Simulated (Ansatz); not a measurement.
Job for Ansatz (a quantum-chemistry and plane-wave program): U-CAM-B3LYP/def2-TZVPPD on OH (SMILES [OH]), 2S+1 = 2. Files ending in .json are basis or fitting sets from the Basis Set Exchange.

Ansatz 0.2 input:
```yaml
crystal:
  periodic: [false, false, false]
  atoms:
    - {symbol: O, position_ang: [0.00000000, 0.00000000, 0.00000000]}
    - {symbol: H, position_ang: [0.96889819, 0.00000000, 0.00000000]}
basis:
  gaussian:
    orbitals: def2-TZVPPD.json
hamiltonian:
  xc: {name: CAM-B3LYP}
magnetization: {spin_polarized: true, initial_magnetization: 1}
```

Predict the final total energy.

-75.7455 hartree.
